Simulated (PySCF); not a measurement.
# Checking a proposed structure

A compound C$_{6}$H$_{10}$ gives the data below (simulated from a calculation) and was assigned the structure `C=CC(=C)CC`.

¹³C{¹H} NMR (computed): δ 150.5 (C, 2C), 120.0 (CH2, 2C), 23.7 (CH3, 2C).

¹H NMR (600 MHz, computed): δ 5.35 (m, 2H), 5.29 (m, 2H), 2.05 (s, 6H).

Level of theory: geometry from GFN2-xTB, NMR shieldings at PBE0/pcSseg-1/GIAO, in PySCF (non-relativistic Hamiltonian, gas phase, rapidly exchanging positions averaged, single conformer).

Referencing at the same level of theory: TMS for ¹H (σ = 31.72 ppm), ¹³C (σ = 186.93 ppm).

(1) Compare with the shifts computed for the proposed structure, pairing carbons in order of shift.

(2) Which isomer fits?

Answers

(1) Structure with atom numbers: `[CH2:1]=[CH:2][C:3](=[CH2:4])[CH2:5][CH3:6]`; H(Xn) means a hydrogen on atom n.

| atom | computed for proposal | given list | difference |
| --- | --- | --- | --- |
| C3 | 157.6 | 150.5 | +7.1 |
| C2 | 145.7 | 150.5 | -4.8 |
| C4 | 124.5 | 120.0 | +4.5 |
| C1 | 119.8 | 120.0 | -0.2 |
| C5 | 30.2 | 23.7 | +6.5 |
| C6 | 18.5 | 23.7 | -5.2 |

The rms difference is 5.2 ppm and the largest +7.1 ppm at C3 (fully substituted alkene carbon). The proposal also would give 6 carbon signals, not 3. The carbon types in order of shift don't match either: C, CH, CH2, CH2, CH2, CH3 for the proposal against C, C, CH2, CH2, CH3, CH3 in the data. The proposal doesn't fit.

(2) biisopropenyl.

1. Carbon types of the structure: 2 × C, 2 × CH2, 2 × CH3, which accounts for all hydrogens.
2. δC 150.5: fully substituted alkene carbon; as expected for a trigonal carbon in a double bond.
3. δC 120.0: terminal =CH2 carbon; the olefinic region.
4. δC 23.7: allylic methyl carbon; aliphatic region, no heteroatom directly attached.
5. δH 2.05: hydrogen on an allylic methyl carbon; allylic position.

The shifts were computed for this structure.

Shifts are as computed. Against solution values, carbons near 30 ppm lie about +3 ppm off and those near 130 ppm about +5 ppm. Of 1211 compounds with measured shifts, 218 miss one by over three times the rms of a fit or turn the order of signals round; such compounds aren't used in these exercises. Multiplicities follow the n + 1 count of equivalent neighbours, as no J values were calculated; m marks all less simple cases, F and P coupling included.
